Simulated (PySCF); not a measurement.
**SiCl and its ions**

PBE0; PySCF, no relativity, basis sets Si def2-TZVPPD, Cl def2-TZVPPD. Neutral (UKS): doublet (π ↑), Re = 2.068 Å, ωe = 532 cm⁻¹, De = 4.46 eV, HOMO -5.23 eV, LUMO -3.07 eV.

SiCl⁺ (UKS): singlet (closed shell), Re = 1.955 Å, ωe = 673 cm⁻¹, De = 5.24 eV to Si⁺ + Cl. The energies at the minima are -749.41140 hartree for SiCl and -749.13832 for SiCl⁺.

Task: Work out the adiabatic ionisation energy, without and with harmonic zero-point energies (1 hartree = 27.2114 eV, 1 eV = 8065.5 cm⁻¹), and the change of the bond length.

Result: At PBE0: 0.27308 hartree = 7.431 eV between the minima; the zero-point term (673.0 − 532.0)/2 cm⁻¹ = +0.009 eV makes it 7.440 eV. Re changes by -11.3 pm against the neutral. The electron leaves a π orbital, and the shorter bond of the ion fits an antibonding orbital, or a change in how ionic the bond is.

SiCl⁻ (UKS): triplet (π ↑↑), Re = 2.242 Å, ωe = 367 cm⁻¹, De = 2.12 eV to Si + Cl⁻. The energies at the minima are -749.41140 hartree for SiCl and -749.45694 for SiCl⁻.

Task: Work out the adiabatic electron affinity, without and with harmonic zero-point energies (1 hartree = 27.2114 eV, 1 eV = 8065.5 cm⁻¹), and the change of the bond length.

Result: At PBE0: 0.04554 hartree = 1.239 eV between the minima; the zero-point term (532.0 − 367.0)/2 cm⁻¹ = +0.010 eV makes it 1.249 eV. Re changes by +17.4 pm against the neutral. The electron enters a π orbital, and the longer bond of the ion fits an antibonding orbital, or a change in how ionic the bond is.

For an ion De counts to the pair picked by the measured ionisation energies or electron affinities, which need not be the lowest pair at this level. The highest Kohn–Sham level is positive in this anion. Much of that is self-interaction error, but it also means that the finite basis helps to hold the extra electron. States were picked by a PBE0 search and need not be the measured ground states.
